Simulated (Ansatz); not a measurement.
What does this script print? It uses Ansatz's Python interface.

Script `run_x2c.py`:
```python
'''Scalar relativity in AlB(-).'''

import ansatz as az
import numpy as np

GEOMETRY = '''
Al    0.00000    0.00000    0.00000
B     0.00000    0.00000    2.11000
'''


def main() -> None:
    mol = az.Crystal.molecule()
    for line in GEOMETRY.strip().splitlines():
        symbol, *xyz = line.split()
        mol = mol.atom(symbol, [float(v) for v in xyz])

    model = mol.calculation()
    model = model.functional('B3LYP')
    model = model.charge(-1).spin('collinear', total=3)
    model = model.accuracy('high')
    model = model.scf(lower_state_search='light')
    model = model.forces()
    # a set contracted for a scalar-relativistic Hamiltonian goes with the relativistic run
    sets = {'none': 'cc-pVTZ', 'scalar': 'cc-pVTZ-DK'}
    found = {kind: model.basis(gaussian=basis).pseudopotentials(relativity=kind).run().report for kind, basis in sets.items()}
    for kind, each in found.items():
        dipole = 4.803205 * np.linalg.norm(each['charge_distribution']['dipole_moment_e_ang'])
        print(f'{kind:7s} E = {each["free_energy_ev"]:.4f} eV  dipole {dipole:.3f} D  largest force component {np.abs(each["forces_ev_ang"]).max():.4f} eV/A')
    print(f'relativity lowers the total energy by {found["none"]["free_energy_ev"] - found["scalar"]["free_energy_ev"]:.3f} eV')


if __name__ == '__main__':
    main()
```

`python run_x2c.py` gives:
```text
none    E = -7270.2670 eV  dipole 2.102 D  largest force component 0.2725 eV/A
scalar  E = -7282.4320 eV  dipole 2.121 D  largest force component 0.2712 eV/A
relativity lowers the total energy by 12.165 eV
```

Notes:
- These settings explore the input space; basis and method may be short of convergence.
- The geometry is a force-field or estimated start, not a minimum of this method. The basis set changes with the Hamiltonian (a set recontracted for scalar relativity), and most of the change in the total lies in the cores.
- The run takes the species as open-shell (spin multiplicity 4), which needn't be its ground state.
- An ion's dipole depends on the origin; the program takes it about the centre of nuclear charge.
- b3lyp holds the VWN-RPA fit, as in Gaussian; the form of ORCA and Turbomole is b3lyp5.
- The spin state was assumed, and another may lie lower.
- Anions want diffuse functions, which this basis lacks.
- Wall time of the script: 9.9 s on 1 thread of Arm Neoverse V1, with other jobs on the host, peak memory 0.23 GiB.
